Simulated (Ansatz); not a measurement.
# H8SSi2: the cost of one run

Method: PBE0-D4, def2-SVP first, then def2-TZVP; program: Ansatz 0.2.0, Gaussian basis.

152 further runs of the same task are left out: 152 set aside as unsound or not needed.

## Step 1: Starting geometry

The guess: 11 atoms, charge 0, spin multiplicity 1.

Atoms are counted from 1 here; the program's logs count them from 0.

Bond lengths: Si1–S2 2.346 Å, Si1–H3 1.489 Å, Si1–H4 1.504 Å, Si1–H5 1.481 Å, S2–H6 1.567 Å, S2–H8 1.326 Å, Si7–H9 1.471 Å, Si7–H10 1.469 Å, Si7–H11 1.472 Å. Angles: S2–Si1–H3 96.6°, S2–Si1–H4 97.7°, S2–Si1–H5 93.8°, H3–Si1–H4 93.5°, H3–Si1–H5 166.2°, H4–Si1–H5 94.1°, Si1–S2–H6 64.2°, Si1–S2–H8 95.1°, H6–S2–H8 88.7°, H9–Si7–H10 104.8°, H9–Si7–H11 104.7°, H10–Si7–H11 105.6°.

Coordinates:

```
atom    x (Å)    y (Å)    z (Å)
 Si1  -0.8986  -0.2373   0.8052
  S2   1.2293  -0.5589   1.7393
  H3  -0.9545  -1.5241   0.0590
  H4  -1.7077  -0.7658   1.9580
  H5  -0.9885   1.1725   1.2487
  H6   1.2012   0.0777   0.3082
 Si7   0.1382   0.7347  -1.4130
  H8   1.4277  -1.7432   1.1760
  H9  -1.1530   0.9860  -2.0703
 H10   0.8485   2.0193  -1.4770
 H11   0.8574  -0.1609  -2.3343
```

Distances that are to change: Si1–Si7 2.63 Å, S2–H6 1.57 Å, Si1–S2 2.35 Å, H6–Si7 2.13 Å.

## Step 2: Relaxing the guess with the reacting distances held

hold/in.yaml reads:

```yaml
crystal:
  periodic: [false, false, false]
  atoms:
    - {symbol: Si, position_ang: [-0.898600, -0.237300, 0.805200]}
    - {symbol: S, position_ang: [1.229300, -0.558900, 1.739300]}
    - {symbol: H, position_ang: [-0.954500, -1.524100, 0.059000]}
    - {symbol: H, position_ang: [-1.707700, -0.765800, 1.958000]}
    - {symbol: H, position_ang: [-0.988500, 1.172500, 1.248700]}
    - {symbol: H, position_ang: [1.201200, 0.077700, 0.308200]}
    - {symbol: Si, position_ang: [0.138200, 0.734700, -1.413000]}
    - {symbol: H, position_ang: [1.427700, -1.743200, 1.176000]}
    - {symbol: H, position_ang: [-1.153000, 0.986000, -2.070300]}
    - {symbol: H, position_ang: [0.848500, 2.019300, -1.477000]}
    - {symbol: H, position_ang: [0.857400, -0.160900, -2.334300]}
basis:
  gaussian: {orbitals: def2-SVP}
hamiltonian: {xc: pbe0, dispersion: d4}
relax: {f_tol: 0.04, max_steps: 150, escape_saddle: false, constraints: [{distance: [0, 6]}, {distance: [1, 5]}, {distance: [0, 1]}, {distance: [5, 6]}]}
```

Launch:

```console
$ ansatz run in.yaml --threads 4 --pin off --events-out ev --progress --plain --max-ram 9574MiB
```

**Question.** How long does this run take on 4 threads of Arm Neoverse V2, shared host?

About 14 s.
